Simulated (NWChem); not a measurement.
**Correlation energy of fluoromethane (CH3F)**

SMILES: CF
```xyz
5

C      0.6088    -0.1106     0.0000
F     -0.7327     0.1332     0.0000
H      0.8879    -0.6879     0.8972
H      0.8879    -0.6879    -0.8972
H      1.1658     0.8411     0.0000
```
Charge 0, spin multiplicity 1.

The numbers come from NWChem runs, not from measurements. All single points use one geometry, from PBE0/def2-SVP, a minimum by its harmonic frequencies.

Basis set: cc-pVDZ. Each correlation energy counts from its own Hartree-Fock reference.

The correlated methods keep 2 core orbitals frozen. Coupled-cluster values serve here as a point of comparison, not as the truth.

One of these methods gave a correlation energy of -334.1 mHa. Which?
A) RI-MP2
B) CCSD
C) SCS-MP2
D) CR-CCSD[T]

A, RI-MP2. The others give -331.5 (SCS-MP2), -361.9 (CR-CCSD[T]), -356.1 (CCSD).
